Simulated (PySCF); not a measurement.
# OH+: bond curves at several levels of theory

Aim: find the lowest electronic state of OH+, scan its bond at several levels of theory, and get bond length, wavenumber and dissociation energy from each curve.

The runs use PySCF 2.14.0; H aug-pcseg-1, O aug-pcseg-1, no relativity.

## (1) The job

A driver script around PySCF takes these settings:

| Item | Value |
| --- | --- |
| atoms | H, O |
| charge | 1 |
| basis | H aug-pcseg-1, O aug-pcseg-1 |
| Hamiltonian | no relativity |
| basis functions | 32 |
| electrons treated | 8 |
| masses in u | 1.0078, 15.9949 |
| levels | PBE0, PBE, r²SCAN, BHandHLYP, PBEsol, revPBE, HF, MP2, SCS-MP2, CCSD, CCSD(T) |
| grid | 80 radial by 434 angular points |
| occupations | held fixed by the projection of orbital angular momentum |
| dissociation limit | H+ + O, each in its ground configuration |
| starting distance in angstrom | 1.020 |
| values of 2S to try | 0, 2 |

On the command line:

```console
> OMP_NUM_THREADS=1 python dia.py task.json out
```

The runs that follow: First curve: PBE0; Other states along the same grid; PBE (GGA); r²SCAN (meta-GGA); BHandHLYP (global hybrid GGA); PBEsol (GGA); revPBE (GGA); UHF (mean field); Correlated methods on the Hartree–Fock reference.

Q: Predict the outcome of this session. Wanted: for each run, Re; ωe; De; μ.

**Answer**, as computed:

Lowest PBE0 solution found, without spin–orbit coupling: ³Σ⁻ (triplet), unpaired electrons π ↑↑. State 2 has its PBE0 minimum 0.85 eV higher, as a spin-mixed determinant (⟨S²⟩ = 1.00), so this is no gap between pure states. The other levels ran on the lowest alone.

```
      level  Re (Å)  ωe (cm⁻¹)  De (eV)  μ (D)
        UHF   1.012       3320     5.12  -2.29
    UHF-MP2   1.029       3158     5.15    n/a
UHF-SCS-MP2   1.030       3152     5.20    n/a
   UHF-CCSD   1.036       3079     5.22    n/a
UHF-CCSD(T)   1.037       3061     5.22    n/a
        PBE   1.055       2893     5.08  -2.25
     PBEsol   1.059       2874     5.05  -2.26
     revPBE   1.053       2903     5.15  -2.22
     r²SCAN   1.042       3006     5.14  -2.25
       PBE0   1.038       3053     5.10  -2.26
  BHandHLYP   1.029       3145     5.00  -2.29
```

De is counted to H+ + O in their ground configurations. A positive dipole points from H to O; in an ion it is taken about the centre of mass and does not tell which atom is negative.

Differences from CCSD(T) in the same basis:

| level | Re (mÅ) | ωe (%) |
| --- | --- | --- |
| UHF | -25 | +8.5 |
| UHF-MP2 | -8 | +3.2 |
| UHF-SCS-MP2 | -7 | +3.0 |
| UHF-CCSD | -1 | +0.6 |
| PBE | +18 | -5.5 |
| PBEsol | +21 | -6.1 |
| revPBE | +16 | -5.1 |
| r²SCAN | +4 | -1.8 |
| PBE0 | +1 | -0.3 |
| BHandHLYP | -9 | +2.8 |

In words: Judged by CCSD(T) in the same basis: best bond length UHF-CCSD and PBE0 (1 mÅ off), worst UHF (-25 mÅ); best wavenumber PBE0 (-0.3 %), worst UHF (+8.5 %). Hartree–Fock makes the bond too short and too stiff against this reference, as it mostly does. PBE gives a bond that is too long and too soft, as GGAs tend to. CCSD(T) in a basis this small is itself some way from its limit, more so than the functionals. Of the levels with a De here, BHandHLYP gives the least (5.00 eV) and UHF-CCSD(T) the most (5.22 eV).

Correlated steps freeze 1 core orbital.
